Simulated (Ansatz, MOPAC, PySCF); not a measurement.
Gas-phase reaction in SMILES: C=C[SiH2]COC + 6 [H][H] (H2) -> 4 C (CH4) + O (H2O) + [SiH4] (SiH4)

Wanted: energy of full hydrogenation (enthalpy at 298 K), in kcal/mol. Terms: six Cartesian d functions in 6-31G* and its kin unless marked 5d; no dispersion term unless named; frozen cores in correlated levels; non-relativistic; spin-orbit terms left out; LANL2DZ with its own core potentials from Na on. Basis-set limits of correlation are two-point, X^-3; Hartree-Fock from the larger set. Ab initio and DFT rows: single points at B3LYP-D3(BJ) geometries (Ansatz, a quantum-chemistry and plane-wave program), with unscaled harmonic terms from B3LYP/6-31G* (Ansatz) at its own minima. Semi-empirical rows: MOPAC heats of formation at their own minima for 298 K.

Coupled cluster (Ansatz) is a level with limits of its own, used here on species with T1 under 0.025 (0.045 for open shells) and stable references: CCSD(T)/CBS(cc-pV(T+d)Z,cc-pV(Q+d)Z).

Value to compare with, CCSD(T)/CBS(cc-pV(T+d)Z,cc-pV(Q+d)Z) (Ansatz): -103.7 kcal/mol.

```
level                           program  energy of full hydrogenation (enthalpy at 298 K) (kcal/mol)  difference
-----------------------  --------------  -----------------------------------------------------------  ----------
PM6                               MOPAC                                                         87.2       190.9
PBE/STO-3G                       Ansatz                                                        -76.8        26.9
PBE/3-21G                        Ansatz                                                        -86.8        16.9
BP86/def2-SVP                     PySCF                                                       -100.5         3.2
B3LYP/6-31G*                     Ansatz                                                       -101.0         2.7
B3LYP/6-31G**                    Ansatz                                                       -104.4        -0.7
MP2/STO-3G                       Ansatz                                                        -72.8        30.9
MP2/3-21G                        Ansatz                                                        -78.9        24.8
MP2/LANL2DZ                      Ansatz                                                        -97.7         6.0
r2SCAN-D4/def2-TZVPD     Ansatz + dftd4                                                       -102.5         1.2
B3LYP-D3(BJ)/def2-TZVPD  Ansatz + dftd3                                                       -101.8         1.9
```

Among the 9 habitual levels, PM6 lies farthest from CCSD(T)/CBS(cc-pV(T+d)Z,cc-pV(Q+d)Z) (Ansatz) (190.9 kcal/mol) and B3LYP/6-31G** nearest (-0.7); 8 of 9 lie above it, and their mean absolute difference is 33.7 kcal/mol, the median 16.9. One case shows no general order.

The levels are drawn from those run, B3LYP/6-31G* more often than the rest, none by its result; left out are runs that failed, that the program found above a lower state of the same kind, or whose <S^2> lies over 0.5 above the pure value.
